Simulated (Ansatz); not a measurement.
Wavefunction ladder for C₃H₆O₂S, SMILES `O[C@H](S)[C@@H]1CO1`

Z-matrix (Å, degrees):
```
C
S 1 1.802
C 1 1.509 2 110.8
O 1 1.396 2 111.3 3 -124.6
H 1 1.100 2 103.3 3 116.1
H 2 1.344 1 95.9 3 56.3
C 3 1.456 1 121.1 2 -89.9
O 3 1.422 1 114.5 2 -157.7
H 3 1.087 1 115.1 2 65.5
H 4 0.968 1 105.9 2 162.7
H 7 1.086 3 119.3 1 1.1
H 7 1.086 3 119.4 1 155.0
```

Charge 0, multiplicity 1. All single points use the PBE0-D4/def2-TZVP geometry. It is one conformer, not always the lowest. Frozen core, restricted reference, Ansatz 0.2.0. CBS rows extrapolate triple and quadruple zeta; past MP2 they add the triple-zeta difference.

```tsv
basis	HF (Eh)	MP2 corr.	CCSD corr.	(T)	CCSD(T) total
def2-TZVPP	?	-1.15302	?	-0.05146	?
def2-QZVPP	?	-1.23893	–	–	–
CBS(def2)	-664.44248	-1.30256	?	as TZ	?
```

Question: Fill in the withheld values. (Best estimate.)

Answer: The calculation gave: def2-TZVPP HF (Eh): -664.41584; def2-TZVPP CCSD corr.: -1.19029; def2-TZVPP CCSD(T) total: -665.65759; def2-QZVPP HF (Eh): -664.43926; CBS(def2) CCSD corr.: -1.33983; CBS(def2) CCSD(T) total: -665.83377.
